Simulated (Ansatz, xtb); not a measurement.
C3H4+: where a starting geometry ends

The starting geometry of this gas-phase doublet has its atoms placed at random.

```json
{"atom": "C", "x (Å)": "-2.2292", "y (Å)": "-0.2341", "z (Å)": "0.2540"}
{"atom": "C", "x (Å)": "-0.1930", "y (Å)": "0.3981", "z (Å)": "-0.0769"}
{"atom": "C", "x (Å)": "2.0233", "y (Å)": "0.5795", "z (Å)": "0.9764"}
{"atom": "H", "x (Å)": "0.3531", "y (Å)": "0.0666", "z (Å)": "-1.3642"}
{"atom": "H", "x (Å)": "-1.4814", "y (Å)": "-0.8922", "z (Å)": "-0.9270"}
{"atom": "H", "x (Å)": "-0.7409", "y (Å)": "1.3680", "z (Å)": "0.2220"}
{"atom": "H", "x (Å)": "1.1337", "y (Å)": "1.1578", "z (Å)": "0.0726"}
```

Q: Guess where an optimisation with r2SCAN-D4/def2-SVP ends from this start.

A: It ends as `[H]/[C]=C/[CH2+]`. Contacts that open: C2–H6 (1.15 → 2.17 Å). Contacts that close: C1–C2 (2.16 → 1.37 Å), C1–H5 (1.55 → 1.10 Å), C2–C3 (2.46 → 1.39 Å), C2–H4 (1.44 → 1.10 Å), C3–H6 (2.97 → 1.10 Å), C3–H7 (1.39 → 1.10 Å).

The energy falls by 14.72 eV over 28 steps:

```json
{"step": "1", "E − E(last) (eV)": "14.718"}
{"step": "4", "E − E(last) (eV)": "10.535"}
{"step": "7", "E − E(last) (eV)": "7.031"}
{"step": "10", "E − E(last) (eV)": "5.131"}
{"step": "13", "E − E(last) (eV)": "3.779"}
{"step": "16", "E − E(last) (eV)": "3.442"}
{"step": "19", "E − E(last) (eV)": "2.607"}
{"step": "22", "E − E(last) (eV)": "0.515"}
{"step": "25", "E − E(last) (eV)": "0.006"}
{"step": "28", "E − E(last) (eV)": "0.000"}
```

Final geometry (Å):

| atom | x (Å) | y (Å) | z (Å) |
| --- | --- | --- | --- |
| C | -1.3569 | -0.3171 | -0.1833 |
| C | -0.0890 | 0.1052 | -0.4667 |
| C | 0.4952 | 1.0673 | 0.3490 |
| H | 0.4585 | -0.3115 | -1.3294 |
| H | -2.1072 | -1.0169 | -0.5731 |
| H | -0.0463 | 1.4836 | 1.2080 |
| H | 1.5112 | 1.4330 | 0.1525 |

From the same start GFN2-xTB ends elsewhere, differing in C1–H6 (1.09 against 2.63 Å here), C2–H4 (2.10 against 1.10 Å here), C3–H4 (1.09 against 2.17 Å here), C3–H6 (3.32 against 1.10 Å here).

From so rough a start the end depends on the optimiser's path, so another program may land elsewhere. The end wasn't checked by frequencies. Open shells are spin-unrestricted. Run with Ansatz 0.2.0, 3.4 min on 1 thread of Arm Neoverse V1, with other jobs on the host.
